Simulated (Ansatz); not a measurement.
# SiH5O (doublet): wave-function methods side by side at distance Si1–H5 along a hydrogen transfer = 1.958 Å, cc-pVDZ

How much of the correlation energy of SiH5O (doublet) does each wave-function method recover here?

Program: Ansatz 0.2.0, Gaussian basis. Level of theory: cc-pVDZ, core rule «outside noble gas», up to 6 orbitals frozen. These are calculated values, not measurements.

The runs, in order: UHF; CCSD(T) on ROHF; CCSD(T) on UHF; BCCD(T) on ROHF; CISD; CCSDT(Q) on ROHF; CCSDT(Q) on UHF; CASSCF and MRCISD+Q, 3 electrons in 3 orbitals; CASSCF and NEVPT2, 3 electrons in 3 orbitals.

## Step 1: The geometry

The geometry derives from fragments relaxed apart (PBE0/def2-TZVP) and kept rigid, so it is no stationary point. A hydrogen atom is moved between rigid fragments.

7 atoms, charge 0, spin multiplicity 2.

Atoms are counted from 1 here; the program's logs count them from 0.

Bond lengths: Si1–H2 1.485 Å, Si1–H3 1.485 Å, Si1–H4 1.485 Å, H5–O6 1.180 Å, O6–H7 0.973 Å. Angles: H2–Si1–H3 109.5°, H2–Si1–H4 109.5°, H3–Si1–H4 109.5°, H5–O6–H7 105.0°.

## Step 2: UHF

in.yaml reads:

```yaml
crystal:
  periodic: [false, false, false]
  atoms:
    - {symbol: Si, position_ang: [-1.101282, 0.019286, 0.000000]}
    - {symbol: H, position_ang: [-1.596154, 1.418994, 0.000000]}
    - {symbol: H, position_ang: [-1.596153, -0.680568, 1.212183]}
    - {symbol: H, position_ang: [-1.596154, -0.680568, -1.212182]}
    - {symbol: H, position_ang: [0.856718, 0.019286, 0.000000]}
    - {symbol: O, position_ang: [2.036718, 0.019286, -0.000001]}
    - {symbol: H, position_ang: [2.288577, -0.920664, -0.000001]}
basis:
  gaussian: {orbitals: cc-pVDZ}
magnetization: {spin_polarized: true, initial_magnetization: 1}
hamiltonian: {xc: hf}
output: {orbitals: {seedname: orbitals}}
```

On the command line:

```sh
$ ansatz run in.yaml --threads 1 --pin off --events-out ev --progress --plain --max-ram 2816MiB --backend cpu
```

Further steps of the session: CCSD(T) on ROHF; CCSD(T) on UHF; BCCD(T) on ROHF; CISD; CCSDT(Q) on ROHF; CCSDT(Q) on UHF; CASSCF and MRCISD+Q, 3 electrons in 3 orbitals; CASSCF and NEVPT2, 3 electrons in 3 orbitals.

**Question.** What will the summary of the whole plan be? Wanted: UCCSDT(Q) below the RHF energy; RMP2 from UCCSDT(Q); UMP2 from UCCSDT(Q); RCCSD from UCCSDT(Q); RCCSD(T) from UCCSDT(Q); UCCSD(T) from UCCSDT(Q); RCCSDT(Q) from UCCSDT(Q); NEVPT2 pair from UCCSDT(Q); MRCISD+Q pair from UCCSDT(Q).

The runs gave:

| quantity | value |
| --- | --- |
| UCCSDT(Q) below the RHF energy | -9.7770 eV |
| RMP2 from UCCSDT(Q) | +115.1 kJ/mol |
| UMP2 from UCCSDT(Q) | +122.5 kJ/mol |
| RCCSD from UCCSDT(Q) | +23.1 kJ/mol |
| RCCSD(T) from UCCSDT(Q) | +4.5 kJ/mol |
| UCCSD(T) from UCCSDT(Q) | +4.5 kJ/mol |
| RCCSDT(Q) from UCCSDT(Q) | 0.0 kJ/mol |
| NEVPT2 pair from UCCSDT(Q) | +114.4 kJ/mol |
| MRCISD+Q pair from UCCSDT(Q) | +14.2 kJ/mol |
| levels within 1 kcal/mol (43 meV) | RCCSDT, UCCSDT, RCCSDT(Q) |
| T1 diagnostic | 0.020 |

In words: RCCSD(T) lands +4.5 kJ/mol from the yardstick (0.5 % of the correlation energy). Of the multireference levels listed MRCISD+Q pair comes nearest in total energy (+14.2 kJ/mol), which doesn't show that its space is the better one. These misses are within one basis, not against nature; the frozen cores of restricted and unrestricted runs differ, which can shift their rows.
